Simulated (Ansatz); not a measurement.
# Corundum Cr2O3

All values below come from PBE (Ansatz, a program for electronic structure, plane waves, PAW).

Numerical settings: plane-wave cutoff 520 eV, 8×8×8 k mesh, spin-polarised with opposed moments, scalar-relativistic PAW data made under PBE.

Cell: relaxed at this level.

```yaml
elastic constant C11: 308 GPa
elastic constant C12: 129 GPa
elastic constant C13: 169 GPa
elastic constant C33: 324 GPa
elastic constant C44: 142 GPa
elastic constant C66: 89.3 GPa
Voigt–Reuss–Hill bulk modulus: 207 GPa
polycrystal shear modulus (Hill average): 99.6 GPa
young_modulus: 258 GPa
poisson_ratio: 0.293
```

Measured, for comparison: elastic constant C11 374 GPa, elastic constant C12 148 GPa, elastic constant C13 175 GPa, elastic constant C33 362 GPa, elastic constant C44 159 GPa, elastic constant C66 113 GPa (temperature not stated, no zero-point or thermal correction; as tabulated in Oses et al. (2018), arXiv:1811.08464); Voigt–Reuss–Hill shear modulus 123 GPa (temperature not stated, no zero-point or thermal correction, Hill average of measured single-crystal constants; as tabulated in Oses et al. (2018), arXiv:1811.08464). Computed (rounded) less measured: elastic constant C11 -18 %, elastic constant C12 -13 %, elastic constant C13 -3 %, elastic constant C33 -10 %, elastic constant C44 -11 %, elastic constant C66 -21 %, Voigt–Reuss–Hill shear modulus -19 %.

Elastic constants are with the ions relaxed.

The computed numbers hold no vibrational or temperature effects.

Cost on a shared machine: very roughly 2.7 core-hours.
